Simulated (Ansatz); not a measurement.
## Forces away from equilibrium

SiNH4 (SMILES N[SiH2+]) (charge +1), closed shell, displaced at random from a GFN2-xTB minimum.

```xyz
6
angstrom
N -0.0136 -0.7855 0.1777
Si -0.0405 0.8272 -0.1499
H 0.3073 -1.5212 -0.5287
H -0.3217 -1.3104 0.9517
H 0.6508 1.2574 -1.3658
H -0.6305 1.6653 0.9029
```

Computed with Ansatz 0.2.0 (basis: def2-TZVPP); correlated methods freeze the cores.

CCSD(T) forces from the calculation:
```tsv
atom	Fx	Fy	Fz (eV/Å)
N1	1.067	-1.346	-2.743
Si2	0.103	-0.294	0.556
H3	-0.336	1.675	0.999
H4	-0.716	-0.130	1.443
H5	-0.192	0.042	-0.013
H6	0.075	0.053	-0.242
```

(1) Which atom feels the largest CCSD(T) force, and how large is it?

No T1 diagnostic of these runs exceeds 0.016.

## Answers

(1) N1, 3.24 eV/Å, along (0.33, -0.42, -0.85).

Root-mean-square difference of the force components from those of CCSD(T): PBE0-D4 0.119; wB97M-V 0.088; r2SCAN-D4 0.085; PBE-D4 0.169; r2SCAN0-D4 0.167; HSE06-D4 0.117 eV/Å.

For scale, one of the runs: CCSD(T)/def2-TZVPP forces, 129 basis functions (an equivalent command: `ansatz run in.yaml --threads 4`). Time: 14 s of wall clock on 4 CPU threads; the host was shared. Peak host memory: 1.1 GiB.
